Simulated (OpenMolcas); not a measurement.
# A ladder of methods for SiO2 (silicon dioxide molecule)

SiO2: 3 atoms, total charge 0, spin state singlet. SMILES: `O=[Si]=O`. The shape is that of a PBE0-D4/def2-TZVP optimisation.

```xyz
3

O     0.6977    1.2296    0.5188
Si    0.0000    0.0000    0.0000
O    -0.6977   -1.2296   -0.5188
```

Each level gives the energy change with the Si2–O3 bond stretched from 1.506 to 1.882 Å (eV). The values are calculated.

```
                     level                   kind     program  value (eV)  less FCI/STO-3G
    HF/STO-3G (restricted)           Hartree–Fock  OpenMolcas        0.80            -0.12
 SVWN5/STO-3G (restricted)                    LDA  OpenMolcas        1.25            +0.33
   PBE/STO-3G (restricted)                    GGA  OpenMolcas        1.02            +0.10
M06-2X/STO-3G (restricted)        hybrid meta-GGA  OpenMolcas        1.35            +0.43
  PBE0/STO-3G (restricted)          global hybrid  OpenMolcas        1.27            +0.35
B2PLYP/STO-3G (restricted)          double hybrid  OpenMolcas        1.33            +0.41
   MP2/STO-3G (restricted)    perturbation theory  OpenMolcas        1.68            +0.76
  CISD/STO-3G (restricted)  coupled cluster or CI  OpenMolcas        0.98            +0.06
                FCI/STO-3G     exact in the basis  OpenMolcas        0.92             0.00
```

FCI/STO-3G is exact within its basis and frozen core, so for wave-function methods in that basis the difference is their error; functionals converge differently with the basis, so for them it is only a difference. The first shape isn't each level's own minimum. The values span 0.80 to 1.68 eV. All rows use very small basis sets, so none should be taken for the real molecule's value.
